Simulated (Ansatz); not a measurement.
in.yaml

```yaml
crystal:
  periodic: [false, false, false]
  atoms:
    - {symbol: N, position_ang: [0.000000, 0.000000, 2.898242]}
    - {symbol: C, position_ang: [0.000000, 0.000000, -0.914758]}
    - {symbol: H, position_ang: [0.000000, 0.000000, -1.983483]}
basis:
  gaussian: {orbitals: 6-31G}
correlation: {method: fci, electrons: outside_noble_gas}
```

```sh
$ ansatz run in.yaml --threads 1 --pin off --events-out ev --progress --plain --max-ram 2393MiB
```

Log:

```
435 factors; integrals over basis functions are off by at most 5.2e-8 eV
mean field evaluation 1: about -2505.2212 eV, gradient 3.0e1 eV
mean field evaluation 2: about -2505.2201 eV, gradient 3.0e1 eV
mean field evaluation 4: about -2507.0297 eV, gradient 1.9e1 eV
mean field evaluation 8: about -2509.7246 eV, gradient 3.2e0 eV
mean field evaluation 16: about -2509.7624 eV, gradient 1.4e-3 eV
mean field evaluation 32: about -2510.6349 eV, gradient 4.0e-2 eV
mean field evaluation 64: about -2510.6387 eV, gradient 2.9e-3 eV
mean field evaluation 96: about -2510.3511 eV, gradient 1.0e1 eV
mean field evaluation 128: about -2510.5354 eV, gradient 3.7e0 eV
mean field evaluation 160: about -2510.6222 eV, gradient 2.7e-1 eV
mean field evaluation 192: about -2510.4538 eV, gradient 2.4e0 eV
mean field evaluation 224: about -2510.4946 eV, gradient 2.2e-1 eV
mean field evaluation 256: about -2510.5355 eV, gradient 3.0e-1 eV
mean field evaluation 288: about -2510.5789 eV, gradient 1.2e-1 eV
mean field evaluation 320: about -2510.4672 eV, gradient 5.0e-3 eV
mean field evaluation 352: about -2510.6332 eV, gradient 4.0e-1 eV
mean field evaluation 384: about -2510.6385 eV, gradient 3.4e-2 eV
mean field evaluation 416: about -2510.6218 eV, gradient 6.3e-6 eV
mean field -2510.63871842 eV, -92.2642711297 hartree, gradient 9.0e-6 eV, S^2 0.000000; 28 other end points of the search recorded, 0 dependent functions left out; unrestricted orbitals would lower it
mean field evaluation 448: about -2512.2337 eV, gradient 8.8e0 eV
determinant -2510.63393066 eV, -92.2640951829 hartree, with singles and doubles -2518.36928354 eV, -92.5483641582 hartree
determinant -2510.59161205 eV, -92.2625400028 hartree, with singles and doubles -2518.25938227 eV, -92.5443253611 hartree
determinant -2510.46716151 eV, -92.2579665296 hartree, with singles and doubles -2518.28614430 eV, -92.5453088474 hartree
determinant -2510.43114462 eV, -92.2566429335 hartree, with singles and doubles -2518.17559086 eV, -92.5412460834 hartree
determinant -2509.76244299 eV, -92.2320686017 hartree, with singles and doubles -2513.98187084 eV, -92.3871297153 hartree
determinant -2510.63393066 eV, -92.2640951829 hartree, with singles and doubles -2519.96349548 eV, -92.6069503662 hartree
determinant -2510.59161205 eV, -92.2625400028 hartree, with singles and doubles -2519.91378945 eV, -92.6051237033 hartree
determinant -2510.46716151 eV, -92.2579665296 hartree, with singles and doubles -2519.96474015 eV, -92.6069961071 hartree
determinant -2510.43114462 eV, -92.2566429335 hartree, with singles and doubles -2519.91535092 eV, -92.6051810864 hartree
mean field evaluation 480: about -2510.4684 eV, gradient 1.9e-2 eV
unrestricted determinant -2518.82839506 eV, -92.5652361953 hartree, S^2 2.3430
2 core orbitals not correlated: weight in the atoms' cores, before any rotation towards them, 1.000 or more for the frozen orbitals, at most 0.000 for the correlated occupied ones
reference -2510.63393066 eV, -92.2640951829 hartree; 5, 5 occupied and 13, 13 virtual orbitals, 435 factors
state -2523.38646304 eV, -92.7327421038 hartree
2 core orbitals not correlated: weight in the atoms' cores, before any rotation towards them, 1.000 or more for the frozen orbitals, at most 0.000 for the correlated occupied ones
state -2523.38647634 eV, -92.7327425926 hartree
Total energy: -2523.38647634 eV, -92.7327425926 hartree
```

Natural occupations: 1.9857 1.9717 1.0419 1.0031 1.0031 0.9873 0.9873 0.9505 0.0218 0.0110 0.0058 0.0057 0.0057 0.0055 0.0055 0.0042 0.0034 0.0008.

Ran on 1 thread of Arm Neoverse V1, shared host: 5.4 min wall, 1.2 GiB peak host memory.
